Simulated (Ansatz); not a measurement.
`PBS` + H–F → `FBS` + PH₃ at 400 K and 1 bar (cleavage of the B–P bond).

Isolated molecules relaxed with PBE0-D4/def2-TZVP in Ansatz; ΔE leaves out vibrations. CCSD(T)/CBS adds triple-zeta CCSD(T) − MP2 to the extrapolated MP2 energy (def2 sets, frozen cores). This one scheme is used for every species. One conformer a species, not always the lowest.

```csv
species,CCSD(T)/CBS energy (Eh),H − E (kJ/mol),S (J/(mol·K))
`PBS`,-765.92930,129.8,319.2
H–F,-100.39570,36.5,182.2
`FBS`,-523.64132,84.4,285.7
PH₃,-342.72256,77.1,221.7
```

H − E and S are ideal-gas, rigid-rotor, harmonic terms from PBE0-D4/def2-TZVP, for one conformer and one mirror image of each species. 1 Eh = 2625.50 kJ/mol, R = 8.31446 J/(mol·K).

**Question.** By hand: ΔE, ΔH, ΔS and ΔG.

**Answer.** ΔE = (-523.64132) + (-342.72256) − (-765.92930) − (-100.39570) = -0.03888 Eh = -102.1 kJ/mol. Δ(H − E) = 84.4 + 77.1 − 129.8 − 36.5 = -4.8, so ΔH = -106.9 kJ/mol. ΔS = 285.7 + 221.7 − 319.2 − 182.2 = 6.0 J/(mol·K). ΔG = -106.9 − 400 × (6.0)/1000 = -109.3 kJ/mol.

**Question.** By hand: the equilibrium constant, and the temperature at which ΔG would vanish if ΔH and ΔS stayed fixed.

**Answer.** log₁₀ K = −ΔG/(RT ln 10) = 14.3. ΔH and −TΔS have one sign here, so there is no such temperature.

The number of gas molecules stays the same, so ΔS is small and ΔH decides. A doubt of 5 kJ/mol in ΔE shifts log₁₀ K by 0.7 here. Other conformers and mirror images would add mixing entropy, several J/(mol·K) or more a flexible species. These are equilibria of isolated gas molecules and say nothing of rates. Largest T1 diagnostic: 0.016 (customary marks: 0.02 for closed shells, 0.045 for open ones).

ΔS is within the doubt of such terms, so its sign, and with it that verdict, could turn.
